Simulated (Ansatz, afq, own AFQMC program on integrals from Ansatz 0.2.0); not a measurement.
**PtN2, triplet: AFQMC among the cluster methods**

```yaml
atoms:
  - { symbol: Pt, position_ang: [0.0000, 0.1107, 1.7279] }
  - { symbol: N, position_ang: [0.0000, -0.2152, -0.3393] }
  - { symbol: N, position_ang: [0.0000, 0.1045, -1.3886] }
```

Connectivity, by distances: Pt–N–N.

Basis def2-SVP with its core potentials. Noble-gas cores (and the filled d shells of Ga–Kr and In–Xe) are frozen. Integrals, coupled cluster, full CI and functionals: Ansatz 0.2.0; the random walks run on the same integrals in our own AFQMC program. ph-AFQMC/CISD is guided by a CISD state made of CCSD amplitudes; releasing the constraint for a short imaginary time cuts its bias at the price of noise, slowly where states lie close. ± is one standard error of the sampling. No spin–orbit coupling. The metal's outer-core s and p shells are frozen, which shifts wave-function levels against functionals.

Determinant: UHF, the one that the program's search chose, which needn't be the lowest solution. The geometry is a point of a scan.

No full CI on the walks' own integrals is used here; CCSDT(Q) serves as the reference and is uncertain by about the last step of the cluster series.

Cautions: no spin-orbit coupling; outer-core shells of the metal frozen; lower spins were not checked; higher spins were not checked; the released energies are still falling, so no released level is given (meV from the phaseless value at times in 1/Eh: -32 ± 6 at 0.24, -43 ± 6 at 0.60, -44 ± 8 at 1.20, -57 ± 11 at 1.80, 204 ± 246 at 2.60), though the last usable value meets CCSDT(Q) within the noise; CCSDT(Q) on the ROHF determinant differs (41 meV higher), by its state or its frozen core.

- T1 diagnostic: 0.0188
- weight of the determinant in the CISD state: 0.831
- ⟨S²⟩ of the determinant: 2.012
- size of the correlated space: 20 electrons in 54 orbitals

| level | correlation energy (eV) |
| --- | --- |
| MP2 | -14.4245 |
| CCSD | -14.2531 |
| CCSD(T) | -14.7700 |

(1) Estimate where phaseless AFQMC with a CISD trial lies against CCSD(T) on the same integrals.

(1) 0.27 ± 0.15 kcal/mol below CCSD(T). The gap is under twice the noise, so this walk alone can't tell the two apart.

Reference: CCSDT(Q), correlation energy -14.834 eV.

```
        level  E − E(reference) (kcal/mol)  share of correlation (%)
      CCSD(T)                         1.48                     99.57
        CCSDT                         1.43                     99.58
  ph-AFQMC/HF                 -0.08 ± 1.10                    100.02
ph-AFQMC/CISD                  1.20 ± 0.15                     99.65
```

A walk keeps the symmetry of its determinant, which the program's search chose and which needn't be the lowest solution, so a lower state of the same spin and another symmetry isn't excluded.
